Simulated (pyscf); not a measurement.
Thermochemistry of product channels of Cl–Zn–Cl (SMILES [Cl][Zn][Cl]) + CH₃• (SMILES [CH3]) on the doublet surface, in kcal/mol, from CCSD(T)/def2-TZVPP + ΔMP2(QZVPP) energies (ideal gas, 1 atm, RRHO with modes under 100 cm⁻¹ raised to 100, one conformer, R ln 2 for chiral ones without a mode under 150 cm⁻¹). Optimised with ωB97X-D3(BJ)/def2-SVP in PySCF. Correlated levels are frozen-core, on RHF or UHF. ΔMP2 is the change of the MP2 total energy from the triple- to the quadruple-zeta basis.

```
products                                                 ΔE  ΔH(298 K)  ΔG(900 K)  ΔG(1200 K)
----------------------------------------------------  -----  ---------  ---------  ----------
•H₂C–Cl (SMILES [CH2]Cl) + Cl–ZnH (SMILES [Cl][ZnH])  +41.9      +40.2      +35.8       +34.2
Cl• (SMILES [Cl]) + H₃C–Zn–Cl (SMILES [CH3][Zn][Cl])    ___      +28.0      +33.1         ___
H₃C–Cl (SMILES CCl) + [Cl–Zn]• (SMILES [Cl][Zn])      +19.0      +22.1      +22.4       +23.2
```

### Question
Some entries are withheld; supply them.

### Answer

- Cl• (SMILES [Cl]) + H₃C–Zn–Cl (SMILES [CH3][Zn][Cl]), ΔE: +25.8
- Cl• (SMILES [Cl]) + H₃C–Zn–Cl (SMILES [CH3][Zn][Cl]), ΔG(1200 K): +34.7

These are energies of the channels, which say nothing of barriers. The CCSD(T) − MP2 part came from Ansatz, without density fitting, on the same reference. The frozen core leaves the outer d or s,p core shells of the metals and heavy elements correlated in the MP2 and CC values, and def2-TZVPP describes them poorly, which can shift differences by a few kcal/mol. Left out: orbital degeneracy and the spin-orbit lowering of Cl. The term symbol of open-shell Cl–Zn was not checked; spin-orbit terms and orbital degeneracy are left out. Elements up to Kr have no core potential and no relativistic terms here.
